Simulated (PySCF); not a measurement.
Compound: C4H5 (charge +1).
SMILES: `c1c[c+]1C`

Level of theory: MP2 and CCSD/aug-cc-pVDZ in PySCF, restricted Hartree–Fock reference, frozen core, non-relativistic, gas phase, PBE0-D3(BJ)/def2-SVP geometry.

E(HF) = -154.08106 Eh.

Question: How large is the problem?

Answer: 137 basis functions and 28 electrons; 4 orbitals frozen, which leaves o = 10 correlated occupied and v = 123 virtual orbitals. That is o·v = 1230 singles and o·v(o·v + 1)/2 = 757065 distinct closed-shell doubles amplitudes before symmetry; the costliest CCSD step grows as o²v⁴ = 2.3 × 10^10.

Question: What are the MP2 and CCSD correlation energies?

Answer: MP2 -0.5029 Eh and CCSD -0.5406 Eh, which gives totals of -154.58398 and -154.62164 Eh. That is 0.735 eV for each correlated electron at CCSD (1419 kJ/mol in all, 0.350 % of the total energy); MP2 gives 93.0 % of the CCSD value.

Question: What is the T1 diagnostic?

Answer: 0.0097, below the customary warning level of 0.02. It is the norm of the spatial-orbital singles amplitudes over the root of the number of correlated electrons, so the norm is 0.043.

No triples correction and no basis-set extrapolation were made.

The job also held the EOM ionisation roots. Time: 2.9 min. Hardware: one thread of an Arm Neoverse V1 (shared host).
